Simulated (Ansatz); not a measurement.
The same path of CH3SSi (6 atoms, charge 0, multiplicity 2) was run twice with different band settings. Lost on the way: S3–H6. Made: C2–H6.

Method: UKS BLYP/def2-SVPD in Ansatz.

Relaxed end points:

```xyz
6
Properties=species:S:1:pos:R:3
Si -0.853 0.374 -0.782
C 0.210 -0.405 0.304
S 1.037 -0.413 1.776
H -1.583 -0.422 -1.806
H -1.042 1.855 -0.889
H 2.231 -0.990 1.396
```

```xyz
6
Properties=species:S:1:pos:R:3
Si -0.600 0.234 -0.610
C 0.605 -0.384 0.575
S 1.140 0.509 1.907
H -0.992 -0.560 -1.814
H -1.160 1.605 -0.473
H 1.007 -1.404 0.414
```

Common settings: spring 5.0 eV/Å²; optimiser quadratic models (default); start path through a guess of the saddle point; force threshold 0.03 eV/Å; iteration limit 60; end points relaxed.

| run | movable images | climbing image |
| --- | --- | --- |
| 1 | 7 | yes |
| 2 | 6 | no |

What does each run give, and how far can it be trusted?

Run 1: converged after 16 iterations, highest image 1.132 eV above the first end. A vibrational analysis at the climbing image gives one clearly imaginary mode, 1451i cm⁻¹: a first-order saddle point.
Run 2: converged after 14 iterations, highest image 0.838 eV above the first end. Neighbouring images differ by up to 1.6 eV, so the band resolves the path poorly. No image climbed, so the highest image needn't sit at the top of the path.
